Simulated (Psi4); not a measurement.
Reaction (SMILES): P (PH3) + H+ → [PH4+]
B3LYP-D3(BJ)/def2-TZVP geometries, fixed; electronic energies without zero-point terms; positive where energy is released.

Basis-set convergence of the proton affinity at PBE with Psi4. Cartesian d functions, on some or all atoms, in 6-31G*, 6-31+G*; all else is spherical. Density fitting with the program's default auxiliary sets. Psi4's default fitting sets serve the pcseg sets less well. No added dispersion term, no relativity. Functions are those of the species that has most. Reference: the value in aug-cc-pV(Q+d)Z, 190.60 kcal/mol, itself unsure by roughly 0.05 kcal/mol (its mean distance from def2-QZVPPD, def2-QZVPP, cc-pV(Q+d)Z). Deviations are taken from unrounded values.

```
basis            functions  proton affinity (kcal/mol)
---------------  ---------  --------------------------
6-31G*                  27                      190.32
6-31+G*                 31                      189.47
def2-SVP                38                      190.64
def2-SVPD               56                      190.02
pcseg-1                 38                      189.85
aug-pcseg-1             63                      189.13
cc-pV(D+d)Z             43                      190.23
aug-cc-pV(D+d)Z         68                      188.97
6-311G**                50                      190.47
6-311+G**               54                      190.58
def2-TZVP               61                      190.47
def2-TZVPD              79                      190.27
pcseg-2                 90                      190.62
aug-pcseg-2            142                      190.30
cc-pV(T+d)Z             95                      190.49
aug-cc-pV(T+d)Z        147                      190.27
def2-TZVPP              98                      190.52
def2-TZVPPD            116                      190.35
cc-pV(Q+d)Z            184                      190.66
aug-cc-pV(Q+d)Z        273                      190.60
def2-QZVPP             190                      190.58
def2-QZVPPD            208                      190.54
pcseg-3                196                      190.61
aug-pcseg-3            285                      190.58
```

What the diffuse functions change, pair by pair:
- 6-31G* to 6-31+G*: 4 more functions, deviation -0.28 to -1.13 kcal/mol
- def2-SVP to def2-SVPD: 18 more functions, deviation 0.03 to -0.58 kcal/mol
- pcseg-1 to aug-pcseg-1: 25 more functions, deviation -0.76 to -1.47 kcal/mol
- cc-pV(D+d)Z to aug-cc-pV(D+d)Z: 25 more functions, deviation -0.37 to -1.63 kcal/mol
- 6-311G** to 6-311+G**: 4 more functions, deviation -0.13 to -0.02 kcal/mol
- def2-TZVP to def2-TZVPD: 18 more functions, deviation -0.14 to -0.33 kcal/mol
- pcseg-2 to aug-pcseg-2: 52 more functions, deviation 0.01 to -0.30 kcal/mol
- cc-pV(T+d)Z to aug-cc-pV(T+d)Z: 52 more functions, deviation -0.11 to -0.34 kcal/mol
- def2-TZVPP to def2-TZVPPD: 18 more functions, deviation -0.08 to -0.25 kcal/mol
- cc-pV(Q+d)Z to aug-cc-pV(Q+d)Z: 89 more functions, deviation 0.06 to 0.00 kcal/mol
- def2-QZVPP to def2-QZVPPD: 18 more functions, deviation -0.02 to -0.07 kcal/mol
- pcseg-3 to aug-pcseg-3: 89 more functions, deviation 0.01 to -0.02 kcal/mol

Leaving out the reference's own pair, they bring the value nearer the reference by more than 0.05 kcal/mol in 1 of 11 pairs.
